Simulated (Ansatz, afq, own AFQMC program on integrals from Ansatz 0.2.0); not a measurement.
## CH₄Si⁺, doublet: AFQMC among the cluster methods

```xyz
6

C    -0.7161   -0.5302   -0.2566
Si    0.6027    0.4461    0.2158
H    -1.3936   -0.9848    0.4718
H    -0.9377   -0.7407   -1.3067
H     0.9145    0.7397    1.6384
H     1.5302    1.0700   -0.7627
```

Connectivity, by distances: CH2–SiH2.

Basis def2-TZVP. Only valence electrons are correlated. Ansatz 0.2.0 and our own AFQMC program on the same integrals; the CISD trial comes from CCSD amplitudes, and released means the phaseless constraint is let go. Error bars are statistical, one sigma.

Determinant: UHF, the one that the program's search chose, which needn't be the lowest solution. The geometry is a PBE0/def2-SVP stationary point of this or a neighbouring charge and spin state.

No full CI on the walks' own integrals is used here; CCSDT(Q) serves as the reference and is uncertain by about the last step of the cluster series.

The T1 diagnostic is 0.0120. The weight of the determinant in the CISD state is 0.891. The ⟨S²⟩ of the determinant is 0.757 and the size of the correlated space is 11 electrons in 86 orbitals.

Reference: CCSDT(Q), correlation energy -7.415 eV. The released energy is read at 1.62 1/Eh, later times being too noisy (meV from the phaseless value at times in 1/Eh: -5 ± 5 at 0.24, -5 ± 4 at 0.51, -13 ± 4 at 0.99, -10 ± 6 at 1.62, -8 ± 8 at 2.40).

| level | E − E(reference) (kJ/mol) | share of correlation (%) |
| --- | --- | --- |
| HF | 715.5 | 0.00 |
| MP2 | 120.4 | 83.17 |
| CCSD | 24.1 | 96.63 |
| CCSD(T) | 3.4 | 99.52 |
| CCSDT | 0.8 | 99.89 |
| ph-AFQMC/CISD | 0.7 ± 0.4 | 99.91 |
| released AFQMC | -0.3 ± 0.5 | 100.04 |

Released energies are given only where the last usable release times agree within the noise; a slower fall can still hide under it.
